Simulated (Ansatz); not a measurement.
# CH₆Al (doublet): wB97M-V, B2PLYP, RPA-PBE over a scan of the distance Al1–H4 along a hydrogen transfer, cc-pVDZ

One table from this session's results is given with a row withheld; the runs are named, their logs left out.

The runs use Ansatz 0.2.0, Gaussian basis; cc-pVDZ, all electrons in the functionals, frozen cores in the correlation of double hybrids and RPA.

Plan: wB97M-V, B2PLYP, RPA-PBE, at 1.586 Å; 1.640 Å; 1.748 Å; 1.857 Å; 1.965 Å.

## The system

The geometry derives from fragments relaxed apart (PBE0/def2-TZVP) and kept rigid, so it is no stationary point. A hydrogen atom is moved between rigid fragments.

8 atoms, charge 0, spin multiplicity 2.

Atoms are counted from 1 here; the program's logs count them from 0.

Bond lengths: Al1–H2 1.586 Å, Al1–H3 1.586 Å, Al1–H4 1.586 Å, C5–H6 1.080 Å, C5–H7 1.080 Å, C5–H8 1.080 Å. Angles: H2–Al1–H3 120.0°, H2–Al1–H4 120.0°, H3–Al1–H4 120.0°, H6–C5–H7 120.0°, H6–C5–H8 120.0°, H7–C5–H8 120.0°.

As a file:

```xyz
8
CH6Al
Al   -1.0198    0.0000    0.0000
H    -1.8127    1.3734    0.0000
H    -1.8127   -1.3734    0.0000
H     0.5661    0.0000    0.0000
C     2.0352    0.0000    0.0000
H     2.0352   -1.0800    0.0000
H     2.0352    0.5400    0.9353
H     2.0352    0.5400   -0.9353
```

No dispersion term is added; wB97M-V holds VV10 nonlocal correlation.

The geometry shown and the zero of energy belong to the point 1.586 Å. The yardstick, UCCSDT(Q), and other wave-function levels (R restricted, U unrestricted, valence and pair active spaces) come from earlier runs.

The first run:

in.yaml reads:

```yaml
crystal:
  periodic: [false, false, false]
  atoms:
    - {symbol: Al, position_ang: [-1.019773, 0.000000, 0.000000]}
    - {symbol: H, position_ang: [-1.812697, 1.373384, 0.000000]}
    - {symbol: H, position_ang: [-1.812697, -1.373384, 0.000000]}
    - {symbol: H, position_ang: [0.566074, 0.000000, 0.000000]}
    - {symbol: C, position_ang: [2.035227, 0.000000, 0.000000]}
    - {symbol: H, position_ang: [2.035227, -1.080022, 0.000000]}
    - {symbol: H, position_ang: [2.035227, 0.540011, 0.935327]}
    - {symbol: H, position_ang: [2.035227, 0.540011, -0.935327]}
basis:
  gaussian: {orbitals: cc-pVDZ}
magnetization: {spin_polarized: true, initial_magnetization: 1}
hamiltonian: {xc: {name: wB97M-V}}
output: {orbitals: {seedname: orbitals}}
```

On the command line:

```bash
$ ansatz run in.yaml --threads 1 --pin off --events-out ev --progress --plain --max-ram 2816MiB --backend cpu
```

Steps of the session up to this table: wB97M-V, 1.586 Å; wB97M-V, 1.640 Å; wB97M-V, 1.748 Å; wB97M-V, 1.857 Å; wB97M-V, 1.965 Å; B2PLYP, 1.586 Å; B2PLYP, 1.640 Å; B2PLYP, 1.748 Å; B2PLYP, 1.857 Å; B2PLYP, 1.965 Å; RPA-PBE, 1.586 Å; RPA-PBE, 1.640 Å; RPA-PBE, 1.748 Å; RPA-PBE, 1.857 Å; RPA-PBE, 1.965 Å.

One table of the session follows, with a row left open; its other results are not shown here.

```
    level  1.640 Å  1.748 Å  1.857 Å  1.965 Å
UCCSDT(Q)     -1.0     -3.4     -5.8     -5.0
  wB97M-V        ?        ?        ?        ?
   B2PLYP     -1.1     -3.6     -5.9     -5.2
  RPA-PBE     -1.5     -4.6     -7.2     -6.3
```

Estimate the missing values for wB97M-V.

The run gave: 1.640 Å: -1.3; 1.748 Å: -4.2; 1.857 Å: -6.9; 1.965 Å: -6.4. In the column «1.640 Å» it lies between RPA-PBE (-1.5) and B2PLYP (-1.1).

Caveats from the session: Energies in kcal/mol, counted from 1.586 Å; blanks weren't run or aren't comparable.
